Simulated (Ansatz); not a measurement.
A nudged elastic band was laid between two geometries of C₄H₆ (10 atoms, charge 0, multiplicity 1).

Computed with UKS r2SCAN-D4/def2-SVP in Ansatz 0.2.0.

```yaml
movable_images: 5
climbing_image: yes
spring: 5.0 eV/Å²
optimiser: quadratic models (default)
start_path: through a guess of the saddle point
force_threshold: 0.05 eV/Å
iteration_limit: 60
end_points: relaxed
```

Initial state:

```xyz
10
Properties=species:S:1:pos:R:3
C -0.994 1.218 -1.325
C -0.290 0.355 -0.389
C 0.300 -0.367 0.393
C 1.010 -1.228 1.326
H -1.561 0.630 -2.065
H -1.709 1.876 -0.806
H -0.293 1.863 -1.881
H 2.097 -1.208 1.142
H 0.845 -0.914 2.369
H 0.679 -2.276 1.239
```

Final state:

```xyz
10
Properties=species:S:1:pos:R:3
C -0.994 1.218 -1.325
C -0.290 0.354 -0.390
C 0.301 -0.367 0.392
C 1.010 -1.228 1.325
H -1.299 0.668 -2.230
H -1.905 1.643 -0.873
H -0.360 2.061 -1.647
H 2.027 -1.458 0.967
H 1.108 -0.753 2.316
H 0.486 -2.187 1.469
```

(1) What changes between the two ends?

(2) What energy profile does the band end with?

(3) What is the geometry of the highest image?

Results:

(1) No bond is made or broken.

(2) The forces met the threshold. The highest image is number 3 of 0 to 6, 0.001 eV above the ends, which have the same energy within 2 meV. The top lies less than 8 meV above the higher end, about what the thresholds resolve: that end is a shoulder or a very shallow well. A vibrational analysis at the climbing image gives one clearly imaginary mode, 64i cm⁻¹: a first-order saddle point.

| image | path coordinate (Å) | energy (eV) |
| --- | --- | --- |
| 0 | 0.00 | 0.000 |
| 1 | 0.50 | 0.000 |
| 2 | 0.99 | 0.000 |
| 3 | 1.49 | 0.001 |
| 4 | 2.24 | 0.000 |
| 5 | 3.00 | 0.000 |
| 6 | 3.75 | 0.001 |

(3) 
```xyz
10
Properties=species:S:1:pos:R:3
C -1.018 1.200 -1.323
C -0.299 0.349 -0.386
C 0.312 -0.355 0.395
C 1.034 -1.210 1.326
H -1.966 0.739 -1.645
H -1.261 2.180 -0.880
H -0.422 1.389 -2.231
H 2.013 -0.779 1.593
H 0.472 -1.357 2.262
H 1.221 -2.206 0.892
```

Run time: 5.6 min on 2 threads of Arm Neoverse V1, on a shared host, peak memory 0.18 GiB.
